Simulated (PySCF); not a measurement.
# Löwdin shares of the frontier orbitals

Compound: acetaldoxime, C2H5NO.
Z-matrix (Å and degrees, PBE0-D3(BJ)/def2-TZVP geometry), rows numbered from 1:
```
C 
C   1  1.4870
N   2  1.2681  1  128.16
O   3  1.3868  2  112.93  1     0.19
H   1  1.0873  2  111.68  3     5.14
H   1  1.0941  2  109.98  3  -115.87
H   1  1.0932  2  110.00  3   126.68
H   2  1.0872  1  118.88  3   179.84
H   4  0.9605  3  102.47  2  -179.45
```

Theory: TDDFT CAM-B3LYP/aug-cc-pVTZ, vertical, gas phase, core orbitals frozen in the response in PySCF 2.14.0, density-fitted response routines. The structure is a single PBE0-D3(BJ)/def2-TZVP conformer in the gas phase; no vibrational or solvent corrections.

Frontier orbitals with the atoms that hold most of them (Löwdin shares over 4%, at most four atoms; ? is withheld):

```tsv
orbital	ε (eV)	atoms
LUMO+2	0.74	H8 44%, H5 18%, C1 15%, C2 12%
LUMO+1	0.61	H9 50%, H7 14%, H6 10%, C1 8%
LUMO	?	H9 27%, H7 19%, H6 18%, H8 15%
HOMO	-8.87	?
HOMO-1	-9.39	?
HOMO-2	-12.27	C1 37%, C2 17%, H5 16%, N3 8%
HOMO-3	-12.67	O4 32%, C1 23%, N3 15%, H6 8%
```

(1) Which atoms hold the HOMO, and with what shares?

(2) Which atoms hold the HOMO-1, and with what shares?

(3) What is the LUMO energy, and the HOMO–LUMO gap?

Answers

(1) O4 (bonded to N and H) 34%; N3 (bonded to C and O) 26%; C2 (bonded to C, N and H) 23%; C1 (bonded to C and 3 H) 6%. By element: oxygen 34%, carbon 29%, nitrogen 26%.

(2) N3 (bonded to C and O) 52%; O4 (bonded to N and H) 23%; C2 (bonded to C, N and H) 12%; C1 (bonded to C and 3 H) 6%. By element: nitrogen 52%, oxygen 23%, carbon 18%.

(3) ε(LUMO) = 0.22 eV; the gap is 9.09 eV (0.3342 hartree).

**Question.** How does S1 compare with the orbital gap of 9.09 eV?

**Answer.** S1 is at 6.15 eV (f = 0.0020), 2.94 eV below the gap, made of HOMO-1→LUMO+4 (94%). Without the coupling terms of the response equations the lowest excitation would equal the gap.

Next come S2 at 6.33 eV (f 0.0023), HOMO→LUMO (73%), HOMO→LUMO+1 (14%), HOMO→LUMO+9 (8%); S3 at 6.88 eV (f 0.040), HOMO-1→LUMO (70%), HOMO-1→LUMO+1 (16%); S4 at 7.05 eV (f 0.202), HOMO→LUMO+4 (86%); S5 at 7.11 eV (f 0.0075), HOMO→LUMO+1 (69%), HOMO→LUMO (14%).

Löwdin shares depend on the basis, the more so with diffuse functions.

The run took 33 s on one thread of an Arm Neoverse V1, shared host, and the process peaked at 1.1 GiB of memory.
